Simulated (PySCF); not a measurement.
Compound: C4H7O (doublet state).
Cartesian coordinates in Å at the GFN2-xTB level; atoms count from 1:
```
atom  x, y, z in Å
C1     1.8338    0.2994    0.4228
O2     0.5749    0.7872    0.0289
C3    -0.2952   -0.2122   -0.4199
C4    -1.2410   -0.8178    0.5217
C5    -1.7775    0.1099   -0.4769
H6     2.3325   -0.2203   -0.4048
H7     2.4228    1.1657    0.7174
H8     1.7461   -0.3902    1.2701
H9     0.1179   -0.8098   -1.2335
H10   -1.2776   -0.7230    1.5878
H11   -2.3072   -0.2742   -1.3380
H12   -2.1284    1.0845   -0.1576
```

The hyperfine couplings belong to this conformer and change with its torsions.

Identity: `CO[C@H]1[CH]C1` [radical].

Computed with UKS B3LYP, pcH-1 on C H O, non-relativistic, mean-field spin-orbit, GIAO in PySCF 2.14.0. The structure is a single GFN2-xTB conformer in the gas phase; no vibrational or solvent corrections. Couplings are sensitive to structure, and on GFN2-xTB geometries they can be far from those on DFT ones. The SCF solution wasn't tested for stability.

(1) Match the computed a_iso(13C) values +276.8, -21.8, -12.8, +2.2 MHz with the sites C1; C3; C4; C5.

(2) Match the computed a_iso(1H) values +100.3, +57.9, +42.9, -15.6, +1.8 MHz (means over equivalent nuclei) with the sites H6/H7/H8; H9; H10; H11; H12.

## Answers

(1) 
```tsv
site	a_iso (MHz)	ρ(0) (bohr⁻³)	position	distance from C4 (Å)	spin population	largest |T| (MHz)
C1	+2.2	+0.0019	3 bonds from C4	3.27	0.00	1.0
C3	-12.8	-0.0114	1 bond from C4	1.47	-0.01	5.5
C4	+276.8	+0.2462	largest spin population	0.00	+0.93	143.4
C5	-21.8	-0.0194	1 bond from C4	1.46	-0.02	8.9
```

(2) 
```csv
site,a_iso (MHz),ρ(0) (bohr⁻³),position,distance from C4 (Å),bound to,spin population there,largest |T| (MHz)
H6/H7/H8,+1.8,+0.0004,4 bonds from C4,3.67,C1,0.00,3.0
H9,+42.9,+0.0096,"β, 2 bonds from C4",2.22,C3,-0.01,9.6
H10,-15.6,-0.0035,"α, 1 bond from C4",1.07,C4,+0.93,36.9
H11,+100.3,+0.0224,"β, 2 bonds from C4",2.21,C5,-0.02,11.1
H12,+57.9,+0.0130,"β, 2 bonds from C4",2.21,C5,-0.02,8.2
```

ρ(0) is the spin density at the nucleus and T the dipolar tensor; entries for several nuclei are means. The largest Mulliken spin population is on C4 (+0.93). The angles at C4 add up to 318.7°, so it is pyramidal.

Examples of negative spin density at the nucleus (bohr⁻³): C5 (-0.0194), C3 (-0.0114) and H10 (-0.0035).

Nuclei that the bonding pattern makes equivalent are averaged, as if the motion that swaps them (rotation, inversion, ring flip) were fast.
